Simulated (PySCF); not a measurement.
BCl3, SMILES ClB(Cl)Cl. The structure is a stationary point at PBE0-D3(BJ)/def2-SVP. The isomer is the one that the SMILES or the coordinates give; other isomers of the formula were not compared.

TDA-M06-2X/def2-SVPD (PySCF) puts the lowest singlet excitations at 5.91, 6.75, 6.75, 7.32, 7.32, 8.17 eV.

**Question.** What are the lowest excitation roots from PySCF with ADC(2)/aug-cc-pVDZ? (The exact figures need the calculation; the answer reports its results.)

**Answer.** 6.11, 7.09, 7.09, 7.26, 7.26, 8.16 eV. S1 differs by 0.20 eV (second minus first; roots are paired by order, and the bases may differ).
